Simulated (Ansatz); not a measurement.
A nudged elastic band was laid between two geometries of BH4N + ClH (8 atoms, charge 0, multiplicity 1).

Computed with RKS PBE-D4/def2-SVP in Ansatz 0.2.0.

```
movable images  : 7
climbing image  : yes
spring          : 5.0 eV/Å²
optimiser       : quadratic models (default)
start path      : through a guess of the saddle point
force threshold : 0.03 eV/Å
iteration limit : 60
end points      : relaxed
```

First end point:

```xyz
8
Properties=species:S:1:pos:R:3
B -0.076 -0.138 -0.141
H -0.098 -0.307 1.072
H 0.964 0.073 -0.730
N -1.278 -0.231 -0.835
H -2.179 -0.400 -0.385
H -1.349 -0.109 -1.846
Cl -0.168 2.653 1.749
H -0.115 1.360 1.546
```

Last end point:

```xyz
8
Properties=species:S:1:pos:R:3
B -0.121 0.519 -0.844
H -0.016 0.255 3.461
H 0.927 0.022 -1.197
N -1.346 -0.029 -1.222
H -1.411 -0.865 -1.803
H -2.246 0.364 -0.940
Cl -0.085 1.984 0.174
H -0.003 0.650 2.800
```

Question: Which bonds break or form, and what moves?

Answer: Bonds broken: B1–H2, Cl7–H8. Bonds formed: B1–Cl7, H2–H8. BH4N + ClH becomes BClH3N + H2.

Question: Give the energies along the band, and the barrier.

Answer: The run converged. The highest image is number 3 of 0 to 8, 18.7 kcal/mol above the first end and 35.2 kcal/mol above the last; the last end lies 16.5 kcal/mol below the first. The profile has 2 maxima (images 3, 6) with wells between them (image 4): this band takes more than one step, which may be the mechanism or a detour left from its start path. Neighbouring images differ by up to 1.3 eV, so the band resolves the path poorly. A vibrational analysis at the climbing image gives one clearly imaginary mode, 663i cm⁻¹: a first-order saddle point. The orbitals stay closed-shell, which can raise the energy where a bond breaks towards radicals; this wasn't checked here.

| image | path coordinate (Å) | energy (kcal/mol) | B1–H2 (Å) | Cl7–H8 (Å) | B1–Cl7 (Å) |
| --- | --- | --- | --- | --- | --- |
| 0 | 0.00 | 0.0 | 1.22 | 1.31 | 3.37 |
| 1 | 0.50 | 0.9 | 1.23 | 1.32 | 3.05 |
| 2 | 1.00 | 8.0 | 1.25 | 1.38 | 2.59 |
| 3 | 1.49 | 18.7 | 1.36 | 1.68 | 2.19 |
| 4 | 2.92 | -12.4 | 2.42 | 2.51 | 1.79 |
| 5 | 4.35 | -3.1 | 3.47 | 3.36 | 1.78 |
| 6 | 5.78 | -2.4 | 3.45 | 3.81 | 1.78 |
| 7 | 7.21 | -16.2 | 3.45 | 3.18 | 1.78 |
| 8 | 8.65 | -16.5 | 4.31 | 2.95 | 1.78 |

Question: What is the geometry of the highest image?

Answer: 
```xyz
8
Properties=species:S:1:pos:R:3
B -0.107 0.310 -0.016
H 0.014 -0.347 1.169
H 0.990 0.312 -0.521
N -1.281 -0.119 -0.687
H -2.203 -0.076 -0.251
H -1.327 0.005 -1.699
Cl -0.254 2.225 1.036
H -0.132 0.590 1.398
```

The run took 7.1 min on 1 thread of Arm Neoverse V2, on a shared host, peak memory 0.12 GiB.
